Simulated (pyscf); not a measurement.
A first-order saddle from PySCF, ωB97X-D3(BJ)/def2-SVP:

```xyz
6

O     -0.7206    -0.3353     0.4806
B      0.3825    -0.4677    -0.6452
O      1.3991    -0.0263    -0.0072
H     -1.4033     0.3360     0.3311
H      0.0483    -0.8994    -1.7161
H      0.2803     0.0693     0.8425
```

Surface: singlet, charge 0. Lowest wavenumbers (cm⁻¹): 1364i, 495, 650, 745, 806.

Q: Name the species on either side of this saddle.

A: HO–BH–OH (SMILES OBO) ⇌ H₂O (SMILES O) + HB=O (SMILES B=O), an elimination read from left to right: B–O, H–O broken and H–O formed. At CCSD(T)/def2-TZVPP + ΔMP2(QZVPP) it lies +55.2 kcal/mol from the left side and +12.1 kcal/mol from the right (each side as separated species at their lowest minima found). On the product side the descent ends in a complex, 4.7 kcal/mol under the separated species and 13.4 kcal/mol under the saddle at ωB97X-D3(BJ)/def2-TZVP. The products may also form a dative adduct at HB=O; it and routes through it were not searched. One saddle was located; it need not be the lowest between these sides. The CCSD(T) − MP2 part came from Ansatz, without density fitting, on the same reference.
